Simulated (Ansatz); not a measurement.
```yaml
crystal:
  periodic: [false, false, false]
  atoms:
    - {symbol: Y, position_ang: [-0.316542, 0.000000, 0.000000]}
    - {symbol: N, position_ang: [1.692258, 0.000000, 0.000000]}
    - {symbol: H, position_ang: [2.202258, 0.887400, 0.000000]}
    - {symbol: H, position_ang: [2.202258, -0.887400, 0.000000]}
basis:
  gaussian: {orbitals: def2-TZVP}
hamiltonian: {xc: pbe0}
relax: {f_tol: 0.004, max_steps: 80}
```

```sh
$ ansatz run in.yaml --threads 1 --pin off --events-out ev --progress --plain --max-ram 2176MiB
```

Steps of the relaxation (energy above the last step; positions in Å, forces in eV/Å):

```
4
step 1, 119.1 meV
Y    -0.317    0.000    0.000   -1.138    0.000    0.000
N     1.692    0.000    0.000    0.321    0.000    0.000
H     2.202    0.887    0.000    0.408   -0.831    0.000
H     2.202   -0.887    0.000    0.408    0.831    0.000
```

```
4
step 2, 24.7 meV
Y    -0.379    0.000    0.000    0.062    0.000    0.000
N     1.688    0.000    0.000   -0.606    0.000    0.000
H     2.236    0.855    0.000    0.272   -0.359    0.000
H     2.236   -0.855    0.000    0.272    0.359    0.000
```

```
4
step 3, 0.5 meV
Y    -0.399    0.000    0.000    0.076    0.000    0.000
N     1.667    0.000    0.000   -0.216    0.000    0.000
H     2.256    0.823    0.000    0.070    0.041    0.000
H     2.256   -0.823    0.000    0.070   -0.041    0.000
```

```
4
step 4, 0.0 meV
Y    -0.398    0.000    0.000    0.002    0.000    0.000
N     1.663    0.000    0.000    0.000    0.000    0.000
H     2.258    0.822    0.000   -0.001   -0.002    0.000
H     2.258   -0.822    0.000   -0.001    0.002    0.000
```

Close pairs at the end: N2–H4 1.014 Å, N2–H3 1.014 Å, Y1–N2 2.062 Å, Y1–H3 2.780 Å, Y1–H4 2.780 Å.

A stationary point of restricted PBE0 after 4 steps (its stability towards spin polarisation wasn't tested); no frequencies were run, so it isn't proven a minimum. 10 s on 1 thread of Arm Neoverse V1, shared host.
